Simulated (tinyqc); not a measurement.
MP2 on RHF in the sto-3g basis, frozen core, for CH3+, spin multiplicity 1, step by step. One step of it, computed by the program tinyqc.

Question. Orthogonalisation. S = U s U^T; symmetric (Loewdin) form X = U s^(-1/2) U^T, so that X^T S X = 1.

overlap S, lower triangle:
```
           1C 1s     1C 2s     1C 2px     1C 2py     1C 2pz     2H 1s     3H 1s     4H 1s
1C 1s   1.000000
1C 2s   0.248362  1.000000
1C 2px  0.000000  0.000000   1.000000
1C 2py  0.000000  0.000000   0.000000   1.000000
1C 2pz  0.000000  0.000000   0.000000   0.000000   1.000000
2H 1s   0.047169  0.424321   0.422904   0.000000  -0.026979  1.000000
3H 1s   0.047169  0.424322  -0.211628   0.366145  -0.026979  0.102508  1.000000
4H 1s   0.047169  0.424322  -0.211628  -0.366145  -0.026979  0.102508  0.102659  1.000000
```

Give: eigenvalues of S; X.

Answer.

eigenvalues of S: 0.331  0.428  0.428  0.965  1.006  1.469  1.469  1.903

X, lower triangle:
```
         1C 1s   1C 2s  1C 2px  1C 2py  1C 2pz   2H 1s   3H 1s  4H 1s
1C 1s    1.028
1C 2s   -0.159   1.306
1C 2px   0.000   0.000   1.142
1C 2py   0.000   0.000   0.000   1.142
1C 2pz   0.002  -0.017   0.000   0.000   1.001
2H 1s    0.024  -0.274  -0.286   0.000   0.017   1.188
3H 1s    0.024  -0.274   0.143  -0.247   0.017  -0.023   1.188
4H 1s    0.024  -0.274   0.143   0.247   0.017  -0.023  -0.023  1.188
```
